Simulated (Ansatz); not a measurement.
Rock-salt HfC, treated with PBE0 (Ansatz, an electronic-structure program, PAW).

Total energies, extrapolated to zero smearing (they compare only within this program, potentials and cutoff):

| system | energy (eV/atom) |
|---|---|
| rock-salt HfC, relaxed | -7986.1558 |
| hcp Hf | -15719.2605 |
| graphite | -250.9955 |

Question: Work out the enthalpy of formation per atom.

Answer: ΔH_f ≈ ΔE = -7986.1558 − [1 × (-15719.2605) + 1 × (-250.9955)]/2 = -1.028 eV/atom (0 K, no vibrations). The reference value is -1.171 ± 0.03 eV/atom (measured, 298 K, copied from a table, unchecked, no zero-point or thermal correction; as tabulated in Wang et al. (2021), doi:10.1038/s41598-021-94550-5), a difference of +0.143 eV/atom.

Spin–orbit coupling, which matters for such heavy atoms, is left out.

The PAW data were made under PBE.
